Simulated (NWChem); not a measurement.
**C3H6 (SMILES C=CC) at 6 levels**

We compute a comparison of 6 runs (SVWN5/cc-pVDZ, PBE/cc-pVDZ, TPSS/cc-pVDZ, MP2/cc-pVDZ, CCSD/cc-pVDZ, CCSD(T)/cc-pVDZ) of C3H6. 

The calculation is run with NWChem 7.3.0.

1 further run of the same task is left out (set aside as unsound or not needed).

## 1. The structure to begin with

C3H6: 9 atoms, total charge 0, spin state singlet. As SMILES, `C=CC`. The shape is that of a PBE0-D4/def2-TZVP optimisation.

Bond lengths: C1–C2 1.325 Å, C2–C3 1.490 Å, C1–H4 1.086 Å, C1–H5 1.084 Å, C2–H6 1.088 Å, C3–H7 1.095 Å, C3–H8 1.095 Å, C3–H9 1.092 Å. Some angles: C1–C2–C3 125.1°, C1–C2–H6 118.7°, C3–C2–H6 116.2°, C2–C1–H4 121.4°, C2–C1–H5 121.6°, C2–C3–H7 111.0°, C2–C3–H8 111.0°, C2–C3–H9 111.5°, H4–C1–H5 117.0°, H7–C3–H8 106.6°.

## 2. Energy and gradient at SVWN5/cc-pVDZ (run 1)

c3h6.xyz reads:

```xyz
9

C     -1.129400     0.554100    -0.580200
C      0.157600     0.266300    -0.447400
C      0.744900    -0.543600     0.656400
H     -1.864800     0.202700     0.137400
H     -1.495500     1.149800    -1.408200
H      0.857000     0.641500    -1.192300
H      1.261600    -1.425300     0.264300
H      1.490400     0.033400     1.212800
H     -0.021900    -0.879100     1.357300
```

run.py reads:

```python
from ase.io import read
from ase.calculators.nwchem import NWChem

mol = read('c3h6.xyz')

calc = NWChem(
    label='c3h6',
    theory='dft',
    memory='2200 mb',
    basis='cc-pVDZ',
    basispar='spherical bse',
    dft={'xc': 'slater vwn_5', 'mult': '1', 'grid': 'xfine', 'convergence': 'energy 1e-08', 'iterations': '100', 'mulliken': None, 'print': 'low'},
)
mol.calc = calc

forces = mol.get_forces()
print(f"energy = {mol.get_potential_energy():.6f} eV")
print("forces (eV/A):")
for s, f in zip(mol.symbols, forces):
    print(f"{s:2s} {f[0]:10.5f} {f[1]:10.5f} {f[2]:10.5f}")
```

Command:

```sh
export ASE_NWCHEM_COMMAND="nwchem PREFIX.nwi > PREFIX.nwo"
python run.py
```

Log:

```text
energy = -3177.380776 eV
forces (eV/A):
C    -0.01152    0.01424   -0.01877
C     0.27382   -0.44758    0.62236
C    -0.34129    0.45102   -0.60647
H    -0.44542   -0.24179    0.47812
H    -0.21860    0.37826   -0.52846
H     0.44809    0.23418   -0.46897
H     0.31393   -0.49597   -0.20492
H     0.43786    0.30385    0.31511
H    -0.45694   -0.19628    0.41194
```

The calculator wrote c3h6.nwi:

```
title "c3h6"

permanent_dir c3h6

scratch_dir c3h6

start c3h6

geometry units angstrom nocenter noautosym noautoz
  C  -1.1294000000000000e+00 5.5410000000000004e-01 -5.8020000000000005e-01
  C  1.5759999999999999e-01 2.6629999999999998e-01 -4.4740000000000002e-01
  C  7.4490000000000001e-01 -5.4359999999999997e-01 6.5639999999999998e-01
  H  -1.8648000000000000e+00 2.0269999999999999e-01 1.3739999999999999e-01
  H  -1.4955000000000001e+00 1.1497999999999999e+00 -1.4081999999999999e+00
  H  8.5699999999999998e-01 6.4149999999999996e-01 -1.1922999999999999e+00
  H  1.2616000000000001e+00 -1.4253000000000000e+00 2.6429999999999998e-01
  H  1.4903999999999999e+00 3.3399999999999999e-02 1.2128000000000001e+00
  H  -2.1899999999999999e-02 -8.7909999999999999e-01 1.3573000000000000e+00
end

memory 2200 mb

basis spherical bse noprint
   * library cc-pVDZ
end

dft
  xc slater vwn_5
  mult 1
  grid xfine
  convergence energy 1e-08
  iterations 100
  mulliken
  print low
end

task dft gradient
```

c3h6.nwo:

```text
Northwest Computational Chemistry Package (NWChem) 7.3.0
             --------------------------------------------------------

           Job information
           ---------------

    nwchem branch   = 7.3.0
    use scalapack   = T
    input           = c3h6.nwi
    prefix          = c3h6.
    data base       = c3h6/c3h6.db
    status          = startup
    nproc           =        1

           Memory information
           ------------------

    heap     =     72089594 doubles =      550.0 Mbytes
    stack    =     72089599 doubles =      550.0 Mbytes
    global   =    144179200 doubles =     1100.0 Mbytes (distinct from heap & stack)
    total    =    288358393 doubles =     2200.0 Mbytes
    verify   = yes
    hardfail = no

           Directory information
           ---------------------

  0 permanent = c3h6
  0 scratch   = c3h6

                                NWChem Input Module
                                -------------------

                                       c3h6
                                       ----

[... 24 lines left out ...]
            Nuclear Dipole moment (a.u.)
[... 75 lines left out ...]
   convergence    iter        energy       DeltaE   RMS-Dens  Diis-err    time
[... 11 lines left out ...]
         Total DFT energy =     -116.766590763992
      One electron energy =     -297.392543386890
           Coulomb energy =      126.946216535435
    Exchange-Corr. energy =      -17.318389916494
 Nuclear repulsion energy =       70.998126003957
[... 17 lines left out ...]
     -------------------------------------------
      Total Density - Lowdin Population Analysis
     -------------------------------------------

    Atom       Charge   Shell Charges
 -----------   ------   -------------------------------------------------------
    1 C    6     6.09   1.87  0.57  0.39  1.87  1.24  0.14
    2 C    6     6.05   1.88  0.57  0.38  1.86  1.17  0.20
    3 C    6     6.11   1.88  0.54  0.37  1.92  1.26  0.14
[... 5 lines of this table left out ...]
    9 H    1     0.96   0.60  0.27  0.08

                         DFT ENERGY GRADIENTS

    atom               coordinates                        gradient
                 x          y          z           x          y          z
   1 C      -2.134257   1.047097  -1.096419    0.000224  -0.000277   0.000365
   2 C       0.297821   0.503234  -0.845463   -0.005325   0.008704  -0.012103
   3 C       1.407657  -1.027255   1.240416    0.006637  -0.008771   0.011794
[... 5 lines of this table left out ...]
   9 H      -0.041385  -1.661258   2.564925    0.008886   0.003817  -0.008011

 Task  times  cpu:       15.7s     wall:       15.7s
 Total times  cpu:       15.7s     wall:       15.7s
```

Wall time 17 s (1 thread of Intel Xeon Platinum 8488C (Sapphire Rapids), shared host); peak memory 0.14 GiB.

## 3. Energy and gradient at PBE/cc-pVDZ (run 2)

c3h6.xyz is that of step 2.

run.py reads:

```python
from ase.io import read
from ase.calculators.nwchem import NWChem

atoms = read('c3h6.xyz')

calc = NWChem(
    label='c3h6',
    theory='dft',
    memory='2200 mb',
    basis='cc-pVDZ',
    basispar='spherical bse',
    dft={'xc': 'xpbe96 cpbe96', 'mult': '1', 'grid': 'xfine', 'convergence': 'energy 1e-08', 'iterations': '100', 'mulliken': None},
)
atoms.calc = calc

forces = atoms.get_forces()
e = atoms.get_potential_energy()
print(f"E = {e:.6f} eV")
print("forces (eV/A):")
for s, f in zip(atoms.symbols, forces):
    print(f"{s:2s} {f[0]:10.5f} {f[1]:10.5f} {f[2]:10.5f}")
print("dipole (e A):", atoms.get_dipole_moment().round(4))
```

Command:

```sh
export ASE_NWCHEM_COMMAND="nwchem PREFIX.nwi > PREFIX.nwo"
python run.py
```

Log:

```text
E = -3203.694165 eV
forces (eV/A):
C    -0.54153    0.14136   -0.08659
C     0.56600   -0.25264    0.25248
C    -0.11328    0.14969   -0.19813
H    -0.40485   -0.18846    0.38628
H    -0.21083    0.32586   -0.44974
H     0.39286    0.19849   -0.40084
H     0.28724   -0.45251   -0.17206
H     0.39806    0.26349    0.29357
H    -0.37368   -0.18533    0.37502
dipole (e A): [ 0.0778 -0.0339  0.0335]
```

The calculator wrote c3h6.nwi:

```
title "c3h6"

permanent_dir c3h6

scratch_dir c3h6

start c3h6

geometry units angstrom nocenter noautosym noautoz
  C  -1.1294000000000000e+00 5.5410000000000004e-01 -5.8020000000000005e-01
  C  1.5759999999999999e-01 2.6629999999999998e-01 -4.4740000000000002e-01
  C  7.4490000000000001e-01 -5.4359999999999997e-01 6.5639999999999998e-01
  H  -1.8648000000000000e+00 2.0269999999999999e-01 1.3739999999999999e-01
  H  -1.4955000000000001e+00 1.1497999999999999e+00 -1.4081999999999999e+00
  H  8.5699999999999998e-01 6.4149999999999996e-01 -1.1922999999999999e+00
  H  1.2616000000000001e+00 -1.4253000000000000e+00 2.6429999999999998e-01
  H  1.4903999999999999e+00 3.3399999999999999e-02 1.2128000000000001e+00
  H  -2.1899999999999999e-02 -8.7909999999999999e-01 1.3573000000000000e+00
end

memory 2200 mb

basis spherical bse noprint
   * library cc-pVDZ
end

dft
  xc xpbe96 cpbe96
  mult 1
  grid xfine
  convergence energy 1e-08
  iterations 100
  mulliken
end

task dft gradient
```

c3h6.nwo (excerpt; [...] marks lines left out):

```text
[...]
         Total DFT energy =     -117.733589981623
[...]
  wavefunction    = closed shell
                         DFT ENERGY GRADIENTS
    atom               coordinates                        gradient
                 x          y          z           x          y          z
   1 C      -2.134257   1.047097  -1.096419    0.010531  -0.002749   0.001684
   2 C       0.297821   0.503234  -0.845463   -0.011007   0.004913  -0.004910
   3 C       1.407657  -1.027255   1.240416    0.002203  -0.002911   0.003853
[... 5 lines of this table left out ...]
   9 H      -0.041385  -1.661258   2.564925    0.007267   0.003604  -0.007293
[...]
```

Run time: 37 s. Hardware: 1 thread of Intel Xeon Platinum 8488C (Sapphire Rapids), shared host; peak memory 0.14 GiB.

## 4. Energy and forces at TPSS/cc-pVDZ (run 3)

nw.nw reads:

```
start nw
title "C3H6"
memory stack 880 mb heap 220 mb global 1100 mb

geometry units angstroms noautosym nocenter noautoz
  C    -1.129400    0.554100   -0.580200
  C     0.157600    0.266300   -0.447400
  C     0.744900   -0.543600    0.656400
  H    -1.864800    0.202700    0.137400
  H    -1.495500    1.149800   -1.408200
  H     0.857000    0.641500   -1.192300
  H     1.261600   -1.425300    0.264300
  H     1.490400    0.033400    1.212800
  H    -0.021900   -0.879100    1.357300
end

basis spherical bse
  C library cc-pVDZ
  H library cc-pVDZ
end

dft
  xc xtpss03 ctpss03
  grid xfine
  convergence energy 1e-08
  maxiter 100
  mulliken
  noprint "final vectors analysis"
end

task dft gradient
```

Command:

```sh
nwchem nw.nw > nw.out
```

Log:

```text
[...]
          Wavefunction type:  closed shell.
          No. of atoms     :     9
          No. of electrons :    24
[...]
          Charge           :     0
          Spin multiplicity:     1
[...]
          AO basis - number of functions:    72
[...]
              XC Information
              --------------
                  TPSS metaGGA Exchange Functional  1.000
             TPSS03 metaGGA Correlation Functional  1.000
[...]
 d= 0,ls=0.0,diis     1   -117.9032480451 -1.89D+02  6.71D-03  2.06D-01     5.1
[...]
 d= 0,ls=0.0,diis     8   -117.9318813035 -2.20D-09  2.17D-06  2.57D-08    38.8
         Total DFT energy =     -117.931881303481
      One electron energy =     -297.385992040349
           Coulomb energy =      126.994796111265
    Exchange-Corr. energy =      -18.538811378353
 Nuclear repulsion energy =       70.998126003957
[...]
      Total Density - Mulliken Population Analysis
     ---------------------------------------------
    Atom       Charge   Shell Charges
 -----------   ------   -------------------------------------------------------
    1 C    6     5.99   2.01  0.67  0.38  2.07  0.82  0.05
    2 C    6     6.15   2.01  0.68  0.50  2.06  0.83  0.07
    3 C    6     5.98   2.01  0.67  0.32  2.12  0.81  0.05
    4 H    1     0.99   0.76  0.20  0.03
    5 H    1     0.98   0.76  0.19  0.03
    6 H    1     1.01   0.77  0.21  0.03
    7 H    1     0.96   0.76  0.18  0.03
    8 H    1     0.96   0.76  0.18  0.03
    9 H    1     0.98   0.76  0.19  0.03
[...]
  wavefunction    = closed shell
                         DFT ENERGY GRADIENTS
    atom               coordinates                        gradient
                 x          y          z           x          y          z
   1 C      -2.134257   1.047097  -1.096419    0.011120  -0.002670   0.001420
   2 C       0.297821   0.503234  -0.845463   -0.010275   0.002137  -0.000819
   3 C       1.407657  -1.027255   1.240416    0.000160  -0.000069  -0.000025
   4 H      -3.523961   0.383047   0.259648    0.005945   0.002475  -0.005217
   5 H      -2.826085   2.172807  -2.661112    0.003279  -0.004593   0.006261
   6 H       1.619495   1.212259  -2.253120   -0.005613  -0.002681   0.005496
   7 H       2.384078  -2.693426   0.499455   -0.004219   0.006831   0.002728
   8 H       2.816448   0.063117   2.291860   -0.005907  -0.004114  -0.004390
   9 H      -0.041385  -1.661258   2.564925    0.005512   0.002682  -0.005453
[...]
```

Run time: 51 s. Hardware: 1 thread of Intel Xeon Platinum 8488C (Sapphire Rapids), shared host; peak memory 0.14 GiB.

Runs 4 to 5 aren't shown in full; the table further down has their settings and results.

## 5. A single-point energy at CCSD(T)/cc-pVDZ (run 6)

calc.nw reads:

```
start calc
memory stack 880 mb heap 220 mb global 1100 mb
charge 0

geometry noautosym nocenter noautoz
 C    -1.129400    0.554100   -0.580200
 C     0.157600    0.266300   -0.447400
 C     0.744900   -0.543600    0.656400
 H    -1.864800    0.202700    0.137400
 H    -1.495500    1.149800   -1.408200
 H     0.857000    0.641500   -1.192300
 H     1.261600   -1.425300    0.264300
 H     1.490400    0.033400    1.212800
 H    -0.021900   -0.879100    1.357300
end

basis spherical bse
 * library cc-pVDZ
end

scf
 singlet
 rhf
 thresh 1e-08
 maxiter 80
 print medium
end

ccsd
 freeze core 3
 maxiter 60
end

task ccsd(t) energy
```

Command:

```sh
nwchem calc.nw > calc.out
```

Log:

```text
[...]
  functions       =    72
[...]
  wavefunction    = RHF
[...]
         Total SCF energy =   -117.082346907631
      One-electron energy =   -296.990482875827
      Two-electron energy =    108.910009964239
 Nuclear repulsion energy =     70.998126003957
        Time for solution =      9.5s
[...]
 Total MP2 energy:           -117.499288995579036
[...]
             energy      energy      error      ampl     ampl      Block
                                                time     time      time
[...]
 Total CCSD energy:           -117.541619165297433
[...]
 Total CCSD+T(CCSD) energy:           -117.556522429292855
[...]
 Total CCSD(T) energy:                -117.556173852127671
[...]
```

Wall time 72 s (1 thread of Intel Xeon Platinum 8488C (Sapphire Rapids), shared host); peak memory 0.16 GiB.

## 6. All runs side by side

```
run            level  integration grid  iteration cap  energy (Eh)  largest force (eV/Å)  wall time
  1    SVWN5/cc-pVDZ             xfine            100  -116.766591                 0.829       17 s
  2      PBE/cc-pVDZ             xfine            100  -117.733590                 0.669       37 s
  3     TPSS/cc-pVDZ             xfine            100  -117.931881                 0.593       51 s
  4      MP2/cc-pVDZ                 –             80  -117.499289                 1.014       25 s
  5     CCSD/cc-pVDZ                 –             80  -117.541619                     –       65 s
  6  CCSD(T)/cc-pVDZ                 –             80  -117.556174                     –       72 s
```

## 7. Results

| quantity | value |
| --- | --- |
| run 6: total energy | -117.55617 Eh |
| run 6: HOMO energy (Hartree–Fock orbitals) | -9.73 eV |
| run 6: LUMO energy (Hartree–Fock orbitals) | 4.91 eV |
| run 6: HOMO–LUMO gap (Hartree–Fock orbitals) | 14.64 eV |
| run 6: correlation energy (3 core orbitals frozen) | -473.8 mEh |
| run 6: (T) correction | -14.55 mEh |

In words: Over runs 2, 3, 4 the dipole moment (its size) runs from 0.32 D (MP2/cc-pVDZ) to 0.44 D (PBE/cc-pVDZ). Totals of different functionals can't be ranked against each other. All runs together took 4.4 min, the longest 72 s.
